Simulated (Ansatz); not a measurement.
Elements on the sites of an ideal hcp lattice, at a guessed lattice constant:

```
CELL_PARAMETERS angstrom
2.77586 -4.80792 0.00000
2.77586 4.80792 0.00000
0.00000 0.00000 8.88274
ATOMIC_POSITIONS crystal
Rh 0.83333 0.66667 0.62500
Rh 0.66667 0.83333 0.37500
Rh 0.16667 0.83333 0.37500
Ag 0.33333 0.16667 0.12500
Ag 0.16667 0.33333 0.87500
Ir 0.33333 0.16667 0.62500
Ir 0.83333 0.16667 0.12500
Ir 0.83333 0.16667 0.62500
Ir 0.33333 0.66667 0.12500
Ir 0.33333 0.66667 0.62500
Ir 0.83333 0.66667 0.12500
Ir 0.66667 0.33333 0.37500
Ir 0.66667 0.33333 0.87500
Ir 0.16667 0.33333 0.37500
Ir 0.66667 0.83333 0.87500
Ir 0.16667 0.83333 0.87500
```

Cell and atoms were relaxed without symmetry on coarser meshes and computed once more. Level of theory: DFT PBE, scalar-relativistic, plane waves, PAW in Ansatz.

Cutoff 420 eV; k points 7×7×4 on the computed 16-atom cell (Γ-centred); Gaussian smearing, width 0.10 eV; no spin polarisation.

The relaxation ran on 3×3×2 (shifted) k points with a smearing of 0.1 eV, from sites shaken by 0.02 Å.

Problem. What does the relaxation give?

Solution. A volume of 14.81 Å³/atom and no gap on the mesh. It lies 0.21 eV/atom above the elements' standard states (static lattices, no corrections for gases). The atoms leave their sites by 0.06 Å (root mean square) and 0.08 Å at most, and the cell stretches by up to 1.0 % at fixed volume.

```
Rh Ag Ir
1.0
     2.79034   -4.81182   -0.02795
     2.78827    4.81062    0.03347
     0.00883    0.05674    8.82715
Rh Ag Ir
3 2 11
Direct
  0.83112 0.66878 0.62700
  0.66888 0.82899 0.37189
  0.16113 0.82783 0.37792
  0.32621 0.16746 0.12554
  0.16900 0.32619 0.87431
  0.33760 0.16525 0.61840
  0.82184 0.16239 0.13080
  0.82582 0.15795 0.61914
  0.33806 0.67564 0.12862
  0.34366 0.67422 0.62094
  0.83181 0.66374 0.11908
  0.67392 0.34159 0.37784
  0.67616 0.33447 0.86876
  0.16440 0.33825 0.38097
  0.66583 0.83035 0.87865
  0.16409 0.82205 0.86840
```

The final mesh leaves forces up to 0.17 eV/Å and stresses up to 2.2 GPa: the relaxation ran on a coarser mesh, so the cell's shape, its bonds and its energy belong partly to that mesh.

Spin-orbit coupling is left out, which matters for the bands of heavy elements.

Cost: 2 runs of about 3.8 core-minutes in all (earlier runs that led there not counted), on AMD EPYC 9R45 (Zen 5) (shared hosts).